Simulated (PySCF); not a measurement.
NMR data simulated for an unnamed compound:

¹H NMR (500 MHz, computed): δ 1.32 (dq, J = 19.9, 8.4 Hz, 2H), 1.24 (d, J = 20.2 Hz, 6H), 1.06 (t, J = 8.4 Hz, 3H).

¹³C{¹H} NMR (computed): δ 91.5 (C, d, J = 218.6 Hz), 36.3 (CH2, d, J = 23.0 Hz), 27.8 (CH3, d, J = 24.9 Hz), 9.1 (CH3, d, J = 3.9 Hz).

[PySCF 2.14: couplings computed with B3LYP/pcJ-1 (spin–dipole term only in couplings to heteroatoms); structure optimised with PBE0-D3(BJ)/def2-SVP; PBE0/pcSseg-1 with gauge-including orbitals; gas phase; one computed conformer; non-relativistic; averaged over atoms made equivalent by symmetry, fast rotation or ring inversion]

References, each an isolated molecule treated in the same way: ¹H (σref 31.27) and ¹³C (σref 184.41) against TMS.

Which of these does the molecule contain: a CH3CH2 unit, an aldehyde, a non-aromatic C=C double bond, a Si–H bond?

## Answers


- A CH3CH2 unit: yes (δC 9.1, 36.3; δH 1.06 (t), 1.32 (dq)).
- An aldehyde: no.
- A non-aromatic C=C double bond: no.
- A Si–H bond: no.

The data belong to SMILES CCC(C)(C)F, C5H11F; they needn't prove each group on their own.

Carbon signals by region: 1 at 50–100 ppm, 3 below 50 ppm.

Common functionals overestimate the size of one-bond C–F couplings by tens of Hz; these are unscaled. Multiplet labels drop couplings under 1 Hz and merge nearly equal ones. Unscaled 3J(H,H) at this level run about 10 % above measured values. Shifts are as computed. Against solution values, carbons near 30 ppm lie about +2 ppm off and those near 130 ppm about +5 ppm. Of 1211 compounds with measured shifts, 218 miss one by over three times the rms of a fit or turn the order of signals round; such compounds aren't used in these exercises. Only one conformer was computed, so three-bond couplings in flexible chains and rings are approximate.
